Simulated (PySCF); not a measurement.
Some computed properties have been withheld. Give your best values.

Species: C3H7O2P.
Atom-mapped SMILES: `[CH3:1][O:2][C:3](=[O:4])[PH:5][CH3:6]` (hydrogens: H7, H8, H9 on C1; H10 on P5; H11, H12, H13 on C6)

Geometry (GFN2-xTB, Å), atoms numbered from 1 in this order:
```xyz
13
C3H7O2P angstrom
C      2.261   -0.165    0.422
O      0.913   -0.392    0.021
C      0.003   -0.501    0.985
O      0.219   -0.418    2.163
P     -1.621   -0.916    0.214
C     -1.776    0.571   -0.879
H      2.877   -0.342   -0.456
H      2.379    0.863    0.770
H      2.530   -0.847    1.230
H     -2.351   -0.412    1.291
H     -2.783    0.586   -1.290
H     -1.065    0.478   -1.698
H     -1.589    1.494   -0.333
```

```tsv
property	level	value
point group of the GFN2-xTB geometry	GFN2-xTB	?
rotational constants A, B, C of the GFN2-xTB geometry	GFN2-xTB	?
dipole moment	PBE0/pcSseg-1	?
HOMO energy	PBE0/pcSseg-1	?
LUMO energy	PBE0/pcSseg-1	-0.20 eV
13C chemical shifts (computed TMS as zero) by class	GIAO PBE0/pcSseg-1	186.0 (C3), 53.4 (C1), 6.7 (C6) ppm
1H chemical shifts (computed TMS as zero) by class	GIAO PBE0/pcSseg-1	3.91 (H10), 3.90 (H7/H8/H9), 1.46 (H11/H12/H13) ppm
isotropic shieldings of nuclei other than C and H, by class	GIAO PBE0/pcSseg-1	?
```

The electronic properties come from PySCF, for the isolated species, density fitting. NMR classes are plain means over equivalent atoms (diastereotopic ones count apart unless rotation or inversion swaps them), as if these changed places fast; in this geometry the members of some classes differ.

(1) The rotational constants A, B, C of the GFN2-xTB geometry?

(2) What is the dipole moment?

(3) What is the HOMO energy?

(4) Give the isotropic shieldings of nuclei other than C and H, by class.

(5) What is the point group of the GFN2-xTB geometry?

Answers

(1) 5.021, 1.946, 1.580 GHz.

(2) 2.41 D.

(3) -7.13 eV.

(4) -144 (O4), 137 (O2), 412 (P5) ppm.

(5) C1.

The rotational constants make it an asymmetric top with κ = (2B − A − C)/(A − C) = -0.79, nearer the prolate limit (−1). The dipole matches unit charges of opposite sign 0.50 Å apart (1 e·Å = 4.8032 D). With B = h/(8π²I), that is 505.379 GHz u Å² over I, the principal moments of inertia are 100.7, 259.8 and 319.8 u Å² (most abundant isotopes).

For the NMR shielding job (PBE0/pcSseg-1), time: 19 s of wall time (with the writing of density and orbital grids). Hardware: one thread of an Arm Neoverse V1, on a shared host.

One conformer stands for the species.
